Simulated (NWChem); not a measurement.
**Basis-set convergence for nitrogen trifluoride (F3N)**

SMILES: FN(F)F
```xyz
4

F      0.6162    -0.1189     1.0658
N     -0.0032     0.4745     0.0000
F      0.6162    -0.1189    -1.0658
F     -1.2298    -0.1314     0.0000
```
Charge 0, spin multiplicity 1.

Program: NWChem. All single points use one geometry, from B3LYP/def2-SVP, a minimum by its harmonic frequencies.

Quantity: vertical ionisation energy at the level ΔPBE0 (Δ: difference of total energies, the cation a doublet at the parent's geometry with its hole in an orbital of symmetry a" (Cs labels); it is the state that the SCF runs reached, from PBE0 orbitals for Hartree-Fock references, and need not be the lowest).

The Pople sets run with spherical d functions. No SCF solution was tested for a lower state.

Relative cost: rough, from shared machines, SCF included, cc-pVDZ = 1.

```csv
basis,functions,vertical ionisation energy (eV),relative cost
cc-pVDZ,56,15.45,1
6-311G**,72,15.63,under 3
def2-SVPD,89,15.84,under 3
aug-pcseg-1,92,…,under 3
cc-pVTZ,120,…,3
pcseg-2,120,…,3
def2-TZVP,124,15.61,3
aug-cc-pVTZ,184,15.63,10
cc-pVQZ,220,15.59,30
```

Problem. What belongs in the gaps?

Solution. 
- aug-pcseg-1, vertical ionisation energy (eV): 15.70
- cc-pVTZ, vertical ionisation energy (eV): 15.55
- pcseg-2, vertical ionisation energy (eV): 15.67
